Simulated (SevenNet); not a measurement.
# bcc Li

Computed with the machine-learned potential SevenNet-0 (trained on PBE and PBE+U data).

Cell (relaxed at this level):

```cif
data_Li2
_chemical_formula_sum 'Li2'
_space_group_name_H-M_alt 'Im-3m'
_space_group_IT_number 229
_space_group_name_Hall '-I 4 2 3'
_cell_length_a 3.42817
_cell_length_b 3.42817
_cell_length_c 3.42817
_cell_angle_alpha 90.000
_cell_angle_beta 90.000
_cell_angle_gamma 90.000
loop_
_atom_site_label
_atom_site_type_symbol
_atom_site_symmetry_multiplicity
_atom_site_Wyckoff_symbol
_atom_site_fract_x
_atom_site_fract_y
_atom_site_fract_z
_atom_site_occupancy
Li1 Li 2 a 0.00000 0.00000 0.00000 1
```
(The calculation used a cell of 1 atom; values per cell refer to that cell.)

```yaml
vacancy_formation_energy: 0.36 eV
```

Measured, for comparison: vacancy formation energy 0.4 eV (no zero-point or thermal correction, monovacancy; as tabulated in Riffe and Christensen (2024), arXiv:2406.09527). Computed (rounded) less measured: vacancy formation energy within the reference's last digit.

A machine-learned potential is trained on density-functional data: it inherits that level's misses and adds fitting errors of its own.

Note: the model gives imaginary modes for this phase (in the spectrum interpolated from a supercell); this model's volume lies 5 % below that of the starting cell (a measured, published or database cell).
